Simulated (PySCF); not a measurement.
**Successive ionisation energies of argon**

Calculated with PySCF 2.14, two-component X2C-1e (Gaussian nucleus, no Breit or QED terms), each ion in its own even-tempered basis; GMP2 freezes the deep shells of the larger ions and drops the highest virtual spinors; eV.

```
    ion  configuration  GHF (screened spin-orbit)  GMP2 (screened spin-orbit)            NIST            kind
     Ar           [Ar]                     14.652                      15.247          15.760        measured
    Ar+   [Ne] 3s2 3p5                     26.363                      26.921          27.630        measured
 Ar(2+)   [Ne] 3s2 3p4                     39.270                      40.050  40.735 ± 0.012  semi-empirical
 Ar(3+)   [Ne] 3s2 3p3                     58.533                      58.967    59.58 ± 0.18  semi-empirical
 Ar(4+)   [Ne] 3s2 3p2                     73.706                      74.359    74.84 ± 0.17  semi-empirical
 Ar(5+)   [Ne] 3s2 3p1                     90.556                      90.928    91.29 ± 0.01        measured
 Ar(6+)       [Ne] 3s2                     122.28                      123.93   124.41 ± 0.06  semi-empirical
 Ar(7+)       [Ne] 3s1                     142.94                      143.44          143.46  semi-empirical
 Ar(8+)           [Ne]                     420.97                      422.41    422.6 ± 0.06  semi-empirical
 Ar(9+)   [He] 2s2 2p5                     478.15                      479.61   479.76 ± 0.12  semi-empirical
Ar(10+)   [He] 2s2 2p4                     538.35                      539.84     540.4 ± 0.6  semi-empirical
Ar(11+)   [He] 2s2 2p3                     619.86                      620.16       619 ± 0.4  semi-empirical
```

(1) Where is the largest relative jump?

## Answers

(1) From Ar(7+) to Ar(8+): 143.44 to 422.41 eV, where the electron removed from [Ne] comes from a deeper shell or subshell.
